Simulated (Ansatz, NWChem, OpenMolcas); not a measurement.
# Abstraction of H: B2NH5 + NCO → B2NH4 + HNCO

Gas-phase species: B2NH5 `BNB`, singlet; NCO (nco radical) `[N]=C=O`, doublet; B2NH4 `B[N]B`, doublet; HNCO (isocyanic acid) `N=C=O`, singlet. A radical takes H: the energy is the difference in strength between two N–H bonds in different surroundings.

Shapes, held fixed at every level: PBE0-D4/def2-TZVP. Programs: Ansatz 0.2.0, NWChem 7.3.0, OpenMolcas 26.06. A level may come from different programs for different species; with the same settings they agree closely. The zero-point and thermal change to 298 K, harmonic and unscaled (PBE0-D4/def2-TZVP), is -10.5 kJ/mol.

| level | kind | ΔH(298 K) (kJ/mol) | less CCSD(T)/CBS estimate |
| --- | --- | --- | --- |
| PBE-D4/def2-TZVPP | GGA | -69.6 | -34.4 |
| B3LYP/6-31G* (Cartesian functions) | global hybrid | -50.5 | -15.3 |
| wB97M-V/def2-TZVPP | range-separated hybrid | -40.8 | -5.6 |
| wB97X-V/def2-TZVPP | range-separated hybrid | -39.1 | -3.9 |
| B2PLYP/def2-TZVPP | double hybrid | -48.0 | -12.8 |
| CCSD(T)/def2-TZVPP | coupled cluster or CI | -29.4 | +5.8 |
| CCSD/def2-TZVPP | coupled cluster or CI | -25.2 | +10.0 |
| CCSD(T)/CBS estimate | coupled cluster or CI | -35.2 | 0.0 |

The highest level, CCSD(T)/CBS estimate, gives ΔH(298 K) = -35.2 kJ/mol; the levels span -69.6 to -25.2. The column of differences is taken from that level and isn't an error. No measured value is set beside it here. Spin contamination: NCO (⟨S²⟩ up to 0.84). Open shells run unrestricted. The CBS estimate extrapolates MP2 from def2-TZVPP and def2-QZVPP and adds CCSD(T) − MP2 in the triple-zeta set, cores frozen.
